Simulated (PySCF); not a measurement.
**S3: PBE0 against B3LYP**

Base calculation in PySCF with density fitting and no spin–orbit coupling, PBE0/def2-TZVP (no relativity): singlet, C2v, S–S 1.905 Å (×2); S–S–S 118.1°; wavenumbers 271, 630, 731 cm⁻¹; dipole moment 0.50 D, gap between the highest occupied and lowest empty levels 3.27 eV, polar-tensor charge of S 0.69 e, atomisation energy (no zero-point energy) 694 kJ/mol.

Question: What changes on going to B3LYP/def2-TZVP (no relativity)?

Answer: The point group stays the same. Changes: mean bond to S +0.018 Å, highest wavenumber -45 cm⁻¹, lowest wavenumber -7 cm⁻¹, dipole moment +0.04 D, gap between the highest occupied and lowest empty levels -0.43 eV, polar-tensor charge of S -0.03 e, atomisation energy (no zero-point energy) -29 kJ/mol. The new structure has S–S 1.923 Å (×2); S–S–S 118.1°, with wavenumbers 264, 596, 686 cm⁻¹.

Each species is the lowest minimum found with this bonding; other isomers or fragments can lie lower.
